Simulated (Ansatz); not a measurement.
Conformers of `CCCCF`, each relaxed with PBE0-D4/def2-TZVP in Ansatz. CBS adds the triple-zeta coupled-cluster correction to the MP2 limit.

Not all of them had a frequency check.

Conformer A:

Cartesian coordinates in Å:
```
C 1.200 -0.284 1.508
C 0.754 0.063 0.099
C -0.754 -0.017 -0.075
C -1.217 0.302 -1.473
F -0.719 -0.629 -2.372
H 0.755 0.393 2.243
H 0.901 -1.301 1.776
H 2.285 -0.219 1.612
H 1.232 -0.611 -0.619
H 1.092 1.074 -0.158
H -1.110 -1.018 0.194
H -1.248 0.684 0.608
H -0.863 1.287 -1.795
H -2.309 0.277 -1.548
```

Conformer B:

```xyz
14

C     0.945   -0.011   -1.374
C    -0.413   -0.429   -0.829
C    -0.467   -0.552    0.690
C    -0.267    0.765    1.398
F    -0.405    0.594    2.766
H     0.949   -0.022   -2.466
H     1.730   -0.691   -1.032
H     1.222    0.998   -1.059
H    -0.690   -1.395   -1.260
H    -1.179    0.279   -1.164
H     0.295   -1.259    1.036
H    -1.437   -0.955    0.994
H     0.730    1.179    1.222
H    -1.014    1.500    1.079
```

(1) Which is lowest in electronic energy at CCSD(T)/CBS (frozen core, def2 sets), and by how much? (Best estimate.)

(2) Give the energies relative to A (kJ/mol) with ωB97M-V/def2-TZVPP, B2PLYP/def2-TZVPP, B3LYP/def2-TZVPP, HF/def2-TZVPP, CCSD/def2-TZVPP, CCSD(T)/def2-TZVPP, MP2/CBS(def2). (An estimate is asked.)

Results:

(1) The calculation gave: A; B lies 4.0 kJ/mol higher.

(2) Ansatz gave: 
| level | B |
| --- | --- |
| ωB97M-V/def2-TZVPP | 4.4 |
| B2PLYP/def2-TZVPP | 4.8 |
| B3LYP/def2-TZVPP | 5.0 |
| HF/def2-TZVPP | 5.1 |
| CCSD/def2-TZVPP | 4.3 |
| CCSD(T)/def2-TZVPP | 4.2 |
| MP2/CBS(def2) | 4.1 |

B3LYP here is the variant with VWN-RPA as its local correlation; programs differ in this.
